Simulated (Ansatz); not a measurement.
**Al2H3 (doublet): from Hartree-Fock to the top rungs, cc-pVDZ**

The task here is to estimate one member of a computed series from the others.

Method: cc-pVDZ, core rule «outside noble gas», up to 10 orbitals frozen; program: Ansatz 0.2.0, Gaussian basis.

Plan: UHF; CCSD(T) on ROHF; CCSD(T) on UHF; BCCD(T) on ROHF; CISD; CCSDT(Q) on ROHF; CCSDT(Q) on UHF; CASSCF and MRCISD+Q, 9 electrons in 11 orbitals; CASSCF and NEVPT2, 9 electrons in 11 orbitals.

24 further runs of the same task are left out: 2 for a known fault of the program, 8 that didn't finish, 14 set aside as unsound or not needed.

## What is computed

The geometry is a PBE0/def2-TZVP stationary point (not a proven minimum).

5 atoms, charge 0, spin multiplicity 2.

Atoms are counted from 1 here; the program's logs count them from 0.

Bond lengths: Al1–Al2 2.456 Å, Al1–H3 1.587 Å, Al1–H4 1.587 Å, Al2–H5 1.589 Å. Angles: Al2–Al1–H3 117.8°, Al2–Al1–H4 117.8°, H3–Al1–H4 124.5°, Al1–Al2–H5 180.0°.

Set-up of the first run:

File in.yaml:

```yaml
crystal:
  periodic: [false, false, false]
  atoms:
    - {symbol: Al, position_ang: [0.000000, 0.000000, 1.208018]}
    - {symbol: Al, position_ang: [0.000000, 0.000000, -1.247506]}
    - {symbol: H, position_ang: [0.000000, 1.404177, 1.946978]}
    - {symbol: H, position_ang: [0.000000, -1.404176, 1.946978]}
    - {symbol: H, position_ang: [0.000000, 0.000000, -2.836903]}
basis:
  gaussian: {orbitals: cc-pVDZ}
magnetization: {spin_polarized: true, initial_magnetization: 1}
hamiltonian: {xc: hf}
output: {orbitals: {seedname: orbitals}}
```

Started as:

```
$ ansatz run in.yaml --threads 1 --pin off --events-out ev --progress --plain --max-ram 2393MiB
```

Steps of the session up to this table: UHF; CCSD(T) on ROHF; CCSD(T) on UHF; BCCD(T) on ROHF; CISD; CCSDT(Q) on ROHF; CCSDT(Q) on UHF; CASSCF and MRCISD+Q, 9 electrons in 11 orbitals; CASSCF and NEVPT2, 9 electrons in 11 orbitals.

One of the session's tables, all rows but one given; the rest of the session is left out.

| method | from UCCSDT(Q) (meV) |
| --- | --- |
| ROHF | +4388.4 |
| UHF | +4322.5 |
| RMP2 | +1134.5 |
| UMP2 | +1146.7 |
| CISD | +443.1 |
| RCCSD | +142.2 |
| UCCSD | +140.6 |
| RCCSD(T) | +38.0 |
| UCCSD(T) | +38.4 |
| BCCD(T) | +37.4 |
| RCCSDT | +4.8 |
| UCCSDT | ? |
| RCCSDT(Q) | +0.2 |
| UCCSDT(Q) | 0 |
| CASSCF valence | +2467.2 |
| NEVPT2 valence | +822.5 |
| MRCISD valence | +155.0 |
| MRCISD+Q valence | +12.2 |

Q: Estimate the row for UCCSDT from the others.

The run gave: from UCCSDT(Q) (meV): +4.7. In the column «from UCCSDT(Q) (meV)» it lies between RCCSDT(Q) (+0.2) and RCCSDT (+4.8).

Among the levels timed on like hardware and quicker than the yardstick, those that no quicker one beats, quickest first: CISD (1.5 s, +443.1 meV); UCCSD(T) (2.3 s, +38.4 meV); RCCSD(T) (2.4 s, +38.0 meV); BCCD(T) (2.5 s, +37.4 meV); MRCISD+Q valence (21 s, +12.2 meV).

With the free atoms at the same levels and basis (separate runs), the atomisation energy is 9.136 eV at UCCSDT(Q), 9.119 eV at RCCSD(T), 9.117 eV at UCCSD(T), 7.550 eV at ROHF.

To keep in mind: Of the multireference levels listed MRCISD+Q valence comes nearest in total energy (+12.2 meV), which doesn't show that its space is the better one. Restricted and unrestricted rows rest on different reference determinants; where their highest levels disagree by more than a few hundredths of an eV, they describe different states and don't form one ladder.
